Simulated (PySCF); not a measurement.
Gas-phase reaction: H₂S₂ = 2 S + H₂

Energies from PySCF, thermal terms from the rigid-rotor harmonic-oscillator model, ideal gas at 1 bar. † marks an energy on the PBE0/def2-TZVP geometry and frequencies; other levels use their own. MP2 freezes the core. 6-31G* has spherical d functions here. Open shells (unrestricted): S (multiplicity 3, electronic degeneracy 9); the rest are closed-shell singlets. Spin-orbit splitting is ignored; it lowers the true energy and changes the entropy of S. B3LYP is the form with VWN-RPA correlation. No R ln 2 is added for the mirror-image form of H₂S₂. MP2 isn't extrapolated to the basis-set limit; its ΔH°(298 K) is 451.4 kJ in def2-SVP and 528.2 kJ in def2-TZVPP. The harmonic model lacks anharmonicity and excited electronic states, which grow with temperature; levels with a mode under 35 cm⁻¹ are left out. Internal rotation in H₂S₂ is treated as a harmonic vibration of one conformer, which makes the entropy rough.

```csv
level,"ΔE electronic, kJ","ΔH°(298 K), kJ","ΔS°(298 K), J/K","ΔG°(1800 K), kJ"
B3LYP/6-31G*,490,478,219,66
B3LYP/def2-TZVP†,532,520,220,105
BLYP/def2-TZVP†,534,521,220,107
HF/def2-TZVP†,296,283,220,-132
MP2/def2-SVP†,464,451,220,37
PBE/def2-SVP,573,562,219,151
PBE0/def2-SVP†,543,531,220,116
ωB97M-V/def2-TZVP†,573,560,220,145
```
ΔH° is lowest at HF/def2-TZVP† and highest at PBE/def2-SVP. No reference value is set beside these.
